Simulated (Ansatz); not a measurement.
## Ansatz (development build ahead of 0.2.0) run

```yaml
crystal:
  periodic: [false, false, false]
  atoms:
    - { symbol: C, position_ang: [0.0, -0.37378, -0.08694] }
    - { symbol: O, position_ang: [0.0, -0.33344, 1.01251] }
    - { symbol: O, position_ang: [0.0, 0.60165, -0.82849] }
    - { symbol: H, position_ang: [0.0, -1.23013, -0.64399] }
    - { symbol: H, position_ang: [0.0, 1.32718, -0.30651] }
basis:
  gaussian: { orbitals: cc-pVDZ }
hamiltonian:
  xc: hf
correlation:
  method: mp2
  frozen_orbitals: { C: 1, H: 0, O: 1 }
```

The input is written out in the form of the current development build from the run's settings.

Results

```json
{
 "Converged": "yes",
 "Reference energy": "-188.74523 hartree",
 "Correlation energy": "-0.47749 hartree",
 "Total energy": "-189.22272 hartree",
 "Spin squared of the determinant": "0.000"
}
```

Caution: no unrestricted run beside it, a lower state can exist.
